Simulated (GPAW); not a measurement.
# C3H3Cl (SMILES C=C=CCl): PBE-D3(BJ)/real-space grid (scalar-relativistic datasets)

Aim: a geometry optimisation of C3H3Cl. Input form: an ASE script.

The results are computed with GPAW 26.7.0.

## 1. The structure to begin with

C3H3Cl has 7 atoms, charge 0, and is taken as a singlet. SMILES: `C=C=CCl`. Geometry: embedded from SMILES. The run starts from this shape.

Bond lengths: C1–C2 1.303 Å, C2–C3 1.303 Å, C3–Cl4 1.751 Å, C1–H5 1.081 Å, C1–H6 1.081 Å, C3–H7 1.081 Å. Angles: C1–C2–C3 180.0°, C2–C3–Cl4 120.0°, C2–C1–H5 120.0°, C2–C1–H6 120.0°, C2–C3–H7 120.0°, Cl4–C3–H7 120.0°, H5–C1–H6 120.0°.

## 2. A geometry optimisation at PBE-D3(BJ)/real-space grid (scalar-relativistic datasets)

Input file calc.py:

```python
from ase import Atoms
from ase.calculators.mixing import SumCalculator
from ase.io import write
from ase.optimize import GPMin
from dftd3.ase import DFTD3
from gpaw import GPAW
from rdkit import Chem
from rdkit.Chem import AllChem

# Set up the molecule
rd = Chem.AddHs(Chem.MolFromSmiles('C=C=CCl'))
AllChem.EmbedMolecule(rd, randomSeed=783)
AllChem.UFFOptimizeMolecule(rd)
molecule = Atoms([a.GetSymbol() for a in rd.GetAtoms()], positions=rd.GetConformer().GetPositions())
write('start.xyz', molecule)
molecule.set_cell([13.0, 13.0, 13.0])
molecule.center()

# DFT calculator
calc = GPAW(mode='fd', h=0.2, xc='PBE', maxiter=100, txt='-')
molecule.calc = SumCalculator([DFTD3(method='PBE', damping='d3bj'), calc])

opt = GPMin(molecule, trajectory='molecule.traj')
converged = opt.run(fmax=0.03, steps=100)
print('Converged:', converged)
print(f'Final energy: {molecule.get_potential_energy():.5f} eV')
write('relaxed.xyz', molecule)
```

Started as:

```
$ python calc.py > calc.log
```

**Question.** What will come out? Wanted: energy as printed; dipole moment; HOMO energy; LUMO energy; HOMO–LUMO gap; dispersion energy.

**Answer.** As computed:

Level: PBE-D3(BJ)/real-space grid (scalar-relativistic datasets).

| quantity | value |
| --- | --- |
| energy as printed (from the program's reference atoms) | -38.4068 eV |
| dipole moment | 1.72 D |
| HOMO energy | -6.25 eV |
| LUMO energy | -1.97 eV |
| HOMO–LUMO gap | 4.28 eV |
| dispersion energy | -12.53 kJ/mol |

At the final geometry: Bond lengths: C1–C2 1.307 Å, C2–C3 1.305 Å, C3–Cl4 1.749 Å, C1–H5 1.093 Å, C1–H6 1.093 Å, C3–H7 1.089 Å. Angles: C1–C2–C3 179.1°, C2–C3–Cl4 122.8°, C2–C1–H5 121.5°, C2–C1–H6 121.4°, C2–C3–H7 123.7°, Cl4–C3–H7 113.6°, H5–C1–H6 117.1°. The optimisation took 7 steps and changed the energy by -0.049 eV.
